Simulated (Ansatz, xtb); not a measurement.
## Two conformers of CH7N3O

We compare X, `NN[C@H](N)O`, a singlet, with Y, `NN[C@H](N)O`, a singlet. Both are isolated molecules in the gas phase, relaxed with B3LYP/6-31G*.

X (Å):

```tsv
atom	x (Å)	y (Å)	z (Å)
C	-0.3804	0.6306	0.1948
N	0.3041	0.2037	-2.0981
N	-0.0078	-0.3460	-0.8144
N	-1.6671	1.2655	-0.0192
O	0.6079	1.6528	0.2496
H	-0.5635	0.2833	-2.6232
H	0.7029	1.1383	-1.9843
H	0.8226	-0.8466	-0.5041
H	-0.4290	0.0807	1.1464
H	-1.6935	1.6432	-0.9671
H	-2.4053	0.5657	0.0423
H	0.1908	2.4043	0.7024
```

Y (Å):

```json
{"atom": "C", "x (Å)": "-0.2023", "y (Å)": "0.4935", "z (Å)": "-0.0553"}
{"atom": "N", "x (Å)": "1.1373", "y (Å)": "-0.2073", "z (Å)": "-1.9510"}
{"atom": "N", "x (Å)": "1.0041", "y (Å)": "0.6821", "z (Å)": "-0.8338"}
{"atom": "N", "x (Å)": "-0.2925", "y (Å)": "1.3648", "z (Å)": "1.0970"}
{"atom": "O", "x (Å)": "-0.2583", "y (Å)": "-0.8556", "z (Å)": "0.3941"}
{"atom": "H", "x (Å)": "0.6352", "y (Å)": "0.2134", "z (Å)": "-2.7304"}
{"atom": "H", "x (Å)": "0.6866", "y (Å)": "-1.0988", "z (Å)": "-1.7332"}
{"atom": "H", "x (Å)": "1.8098", "y (Å)": "0.5119", "z (Å)": "-0.2313"}
{"atom": "H", "x (Å)": "-1.0519", "y (Å)": "0.7131", "z (Å)": "-0.7208"}
{"atom": "H", "x (Å)": "0.5041", "y (Å)": "1.1899", "z (Å)": "1.7106"}
{"atom": "H", "x (Å)": "-0.2392", "y (Å)": "2.3372", "z (Å)": "0.7972"}
{"atom": "H", "x (Å)": "-1.0460", "y (Å)": "-0.9302", "z (Å)": "0.9577"}
```

Problem. Estimate which is lower in electronic energy at CCSD(T)/def2-SVP + ΔMP2/def2-TZVPP, and by roughly how much.

Solution. Too close to call at this level: CCSD(T)/def2-SVP + ΔMP2/def2-TZVPP gives E(Y) − E(X) = +0.03 kcal/mol.

The same difference at several levels:

```json
{"level": "B3LYP/6-31G*", "geometry": "B3LYP/6-31G*", "E(Y) − E(X) (kcal/mol)": "−0.03", "departure from the last row (kcal/mol)": "−0.05", "job, with rough time for the two": "optimisation, 56 s"}
{"level": "HF/def2-SVP", "geometry": "B3LYP/6-31G*", "E(Y) − E(X) (kcal/mol)": "−0.29", "departure from the last row (kcal/mol)": "−0.32", "job, with rough time for the two": "part of the CCSD(T) run"}
{"level": "MP2/def2-SVP", "geometry": "B3LYP/6-31G*", "E(Y) − E(X) (kcal/mol)": "+0.28", "departure from the last row (kcal/mol)": "+0.26", "job, with rough time for the two": "part of the CCSD(T) run"}
{"level": "CCSD(T)/def2-SVP", "geometry": "B3LYP/6-31G*", "E(Y) − E(X) (kcal/mol)": "+0.29", "departure from the last row (kcal/mol)": "+0.26", "job, with rough time for the two": "single point"}
{"level": "CCSD(T)/def2-SVP + ΔMP2/def2-TZVPP", "geometry": "B3LYP/6-31G*", "E(Y) − E(X) (kcal/mol)": "+0.03", "departure from the last row (kcal/mol)": "", "job, with rough time for the two": "single point, 37 s"}
```

The largest departure from CCSD(T)/def2-SVP + ΔMP2/def2-TZVPP is that of HF/def2-SVP, 0.32 kcal/mol. Levels run at GFN2-xTB geometries aren't shown. The last row adds to CCSD(T) the change of the MP2 difference between the two basis sets, here −0.26 kcal/mol.

With harmonic frequencies from B3LYP/6-31G* (ideal gas, rigid rotor, one conformer each, 298.15 K, 1 atm): on the last row, ΔE + ΔZPE = −0.18, ΔH = −0.08, ΔG = −0.30 kcal/mol.

The correlated steps freeze 5 core orbitals. Run with Ansatz 0.2.0; the last row on 2 threads of Arm Neoverse V1 on a shared host.
